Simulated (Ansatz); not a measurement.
**CH3BSi (SMILES B[Si]#C): functionals against CCSD(T) at one geometry**

An exercise on one series of results from a longer session: the logs are not shown, and one member is left open.

Method: single points in def2-TZVPP; program: Ansatz 0.2.0, Gaussian basis.

Cores are frozen in the correlated methods.

## The starting structure

SMILES `B[Si]#C`, 6 atoms, charge 0, spin multiplicity 1.

Atoms are counted from 1 here; the program's logs count them from 0.

Bond lengths: B1–Si2 1.900 Å, B1–H4 1.177 Å, B1–H5 1.147 Å, Si2–C3 1.664 Å, C3–H6 1.111 Å. Angles: Si2–B1–H4 122.7°, Si2–B1–H5 118.0°, H4–B1–H5 119.3°, B1–Si2–C3 176.4°, Si2–C3–H6 172.3°.

Geometry (Å):

```mol
CH3BSi
  3D, bonds by distance, orders not assigned

  6  5  0  0  0  0  0  0  0  0999 V2000
   -0.4986    1.3616   -0.2687 B   0  0
    0.1128   -0.3908    0.1357 Si  0  0
    0.6163   -1.9555    0.3965 C   0  0
   -1.4225    1.8529    0.2707 H   0  0
    0.0776    1.9645   -1.0562 H   0  0
    1.0784   -2.9602    0.5010 H   0  0
  1  2  8  0
  1  4  8  0
  1  5  8  0
  2  3  8  0
  3  6  8  0
M  END
```

The first run:

Contents of run/in.yaml:

```yaml
crystal:
  periodic: [false, false, false]
  atoms:
    - {symbol: B, position_ang: [-0.498600, 1.361600, -0.268700]}
    - {symbol: Si, position_ang: [0.112800, -0.390800, 0.135700]}
    - {symbol: C, position_ang: [0.616300, -1.955500, 0.396500]}
    - {symbol: H, position_ang: [-1.422500, 1.852900, 0.270700]}
    - {symbol: H, position_ang: [0.077600, 1.964500, -1.056200]}
    - {symbol: H, position_ang: [1.078400, -2.960200, 0.501000]}
basis:
  gaussian: {orbitals: def2-TZVPP}
correlation: {method: ccsd_t}
output: {forces: true}
```

No record of the launch command was kept for these runs.

Among the steps run: CCSD(T)/def2-TZVPP; PBE0-D4/def2-TZVPP; wB97M-V/def2-TZVPP; r2SCAN-D4/def2-TZVPP; PBE-D4/def2-TZVPP; HSE06-D4/def2-TZVPP; BHLYP-D4/def2-TZVPP.

One table of the session follows, with a row left open; its other results are not shown here.

```
   method  RMS force component (eV/Å)  angle to CCSD(T) forces (°)  dipole (D)
  CCSD(T)                       0.730                    reference        0.96
  PBE0-D4                       0.903                         15.7        1.19
  wB97M-V                       1.029                         20.5        1.57
r2SCAN-D4                       0.817                         12.0        1.02
   PBE-D4                       0.703                         12.7        0.81
 HSE06-D4                       0.891                         15.2        1.16
 BHLYP-D4                           ?                            ?           ?
```

**Question.** Estimate the row for BHLYP-D4.

The run gave: RMS force component (eV/Å): 1.108; angle to CCSD(T) forces (°): 20.2; dipole (D): 1.52. In the column «RMS force component (eV/Å)» it is the highest.
